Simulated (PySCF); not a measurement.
CH3Cl. Atoms are numbered in the order given.

```xyz
5

C      0.0000     0.0000    -1.1220
Cl     0.0000     0.0000     0.6552
H      0.8928     0.5154    -1.4689
H      0.0000    -1.0309    -1.4689
H     -0.8928     0.5154    -1.4689
```
Charge 0, spin multiplicity 1.

Geometry optimised at ωB97X-D3(BJ)/def2-TZVP.

Calculation: PySCF with ωB97X/def2-TZVPD.

Gas-phase values at a fixed geometry.

Computed frontier levels, gap, dipole moment and polarisability:
The highest occupied level is -10.97 eV and the lowest empty level comes out as 1.99 eV. The orbital gap is 12.96 eV and the dipole moment is 1.95 D. The quadrupole, principal values (traceless, Buckingham form, about the centre of nuclear charge) is -0.87, -0.87, 1.74 D·Å, the mean static polarisability is 29.5 bohr³ (4.37 Å³) and the polarisability, principal values comes out as 26.4, 26.4, 35.7 bohr³.
